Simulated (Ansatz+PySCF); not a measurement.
```xyz
4

O     0.0000    0.0000   -0.1085
H     0.0000    0.0000    0.8679
O    10.0000    0.0000   -0.1085
H    10.0000    0.0000    0.8679
```

Basis set: STO-3G. Charge 0. Computed with Ansatz (development build ahead of 0.2.0); the lowest solution found for each multiplicity.

Q: How do the multiplicities compare at this shape? Give, from the lowest of each method, CCSD(T) (restricted) for 1, 3; CCSD(T) (unrestricted) for 1, 3; MP2 (unrestricted) for 1, 3; HF (unrestricted) for 1, 3; HF (restricted) for 1, 3; CCSD (unrestricted) for 1, 3; CCSD (restricted) for 1, 3; FCI (restricted) for 1, 3.

A:

```
               method  multiplicity  E (eV)  <S²>
  CCSD(T), restricted             1   0.000  0.00
  CCSD(T), restricted             3   0.019  2.00
CCSD(T), unrestricted             1   0.000  1.01
CCSD(T), unrestricted             3   0.000  2.01
    MP2, unrestricted             1   0.000  1.01
    MP2, unrestricted             3   0.000  2.01
     HF, unrestricted             1   0.000  1.01
     HF, unrestricted             3   0.000  2.01
       HF, restricted             1  11.253  0.00
       HF, restricted             3   0.000  2.00
   CCSD, unrestricted             1   0.000  1.01
   CCSD, unrestricted             3   0.000  2.01
     CCSD, restricted             1   0.000  0.00
     CCSD, restricted             3   0.017  2.00
      FCI, restricted             1   0.000  0.00
      FCI, restricted             3   0.000  2.00
```

Caution for CCSD(T), restricted, HF, restricted, CCSD, restricted: an unrestricted determinant lies well below. Caution for CCSD(T), restricted: the amplitudes may be one of several solutions; very large amplitudes, the method is breaking down. Caution for CCSD(T), unrestricted, MP2, unrestricted, CCSD, unrestricted: bonds are stretched, where a single reference can fail. Caution for CCSD(T), unrestricted, MP2, unrestricted, HF, unrestricted, CCSD, unrestricted: the determinant breaks the point group; the unrestricted determinant is a mixture of spin states. Caution for CCSD, restricted: large amplitudes, a single reference is doubtful.
